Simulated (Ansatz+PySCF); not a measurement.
Values are calculated unless marked as measured or tabulated.
# Several solutions for doublet CH

```yaml
atoms:
  - { symbol: C, position_ang: [0.0000, 0.0000, -0.1453] }
  - { symbol: H, position_ang: [0.0000, 0.0000, 0.8719] }
```

Basis set: 6-31G (spherical functions). Charge 0, multiplicity 2.

PBE0 (unrestricted) was run from several starts with Ansatz (development build ahead of 0.2.0) and PySCF 2.14.0.

```tsv
run	program	start	converged	energy (hartree)	<S²>
A	Ansatz	stability test followed	yes	-38.40307	0.99
B	Ansatz	atomic start, no search	yes	-38.40168	0.75
C	PySCF	program defaults	yes	-38.40168	0.75
D	Ansatz	search for the lowest state	yes	-38.40307	0.99
```

**Question.** Which runs reached the lowest solution of this kind, and what is wrong with the others?

**Answer.** A, D reached the lowest solution found. Converged but too high: B by 0.04 eV, C by 0.04 eV. Convergence only shows a stationary point, and even a stable one can lie too high; stability tests and further starts are what find lower ones. Caution: the unrestricted determinant is spin contaminated.
